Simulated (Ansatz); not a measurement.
Reaction: CH5BO (SMILES BOC) → BH2 (SMILES [BH2], doublet) + CH3O (SMILES C[O], doublet) (the B-O bond breaks)
Each species at its own B3LYP-D3(BJ)/def2-TZVP minimum (Ansatz, an electronic-structure program).

Quantity: bond dissociation energy (electronic), in kcal/mol. Open shells are spin-unrestricted; no spin-orbit coupling. CBS(X,Y): correlation extrapolated as X^-3, Hartree-Fock from the larger set. A bracket is a step between two methods taken in the basis named. The functionals are non-relativistic, so their misses hold any scalar relativity. Double hybrids freeze cores in their MP2 part. 'core' is core correlation in cc-pwCVTZ, 'X2C' scalar relativity in cc-pVTZ-DK, both at CCSD(T).

CCSD(T)/CBS(cc-pVTZ,cc-pVQZ) + [CCSDT(Q) - CCSD(T)]/cc-pVDZ + core + X2C (Ansatz) gives 148.5 kcal/mol.

**Question.** How far off this value is PBE/def2-TZVPD (Ansatz), in which direction, and which of these levels come nearer: B3LYP/def2-TZVPD, PBE0/def2-TZVPD, B2PLYP/def2-TZVPD, CCSD(T)/CBS(cc-pVTZ,cc-pVQZ) + core + X2C?

**Answer.** PBE gives 142.3 kcal/mol, 6.2 kcal/mol below it. Differences of the others: B3LYP/def2-TZVPD (Ansatz) -8.6; PBE0/def2-TZVPD (Ansatz) -7.5; B2PLYP/def2-TZVPD (Ansatz) -4.6; CCSD(T)/CBS(cc-pVTZ,cc-pVQZ) + core + X2C (Ansatz) -0.1 kcal/mol. Nearer than PBE: B2PLYP/def2-TZVPD, CCSD(T)/CBS(cc-pVTZ,cc-pVQZ) + core + X2C.
